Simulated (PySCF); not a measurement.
Input for PySCF: R-HF/3-21G on C2H4 (SMILES C=C).

```python
from pyscf import gto, scf, dft, mp
from pyscf.data.elements import chemcore

mol = gto.M(
    atom='''
    H     0.92444510   -1.23172221   -1.90619313
    H    -0.92444510   -1.23172221   -1.90619313
    H    -0.92444510    1.23172221   -1.90619313
    H     0.92444510    1.23172221   -1.90619313
    C     0.00000000    0.66728778   -1.90556520
    C     0.00000000   -0.66728778   -1.90556520
    ''',
    basis='3-21g',
    charge=0, spin=0, verbose=3, max_memory=1800)
mf = scf.RHF(mol)
mf.conv_tol = 1e-8
mf.max_cycle = 100
mf.kernel()
if not mf.converged:
    mf = mf.newton().run(mf.mo_coeff, mf.mo_occ)
```

Output:

```
converged SCF energy = -77.6002014282565
```

The calculation finished and met its thresholds.

Cost: about 0.05 core-seconds (a rough figure).
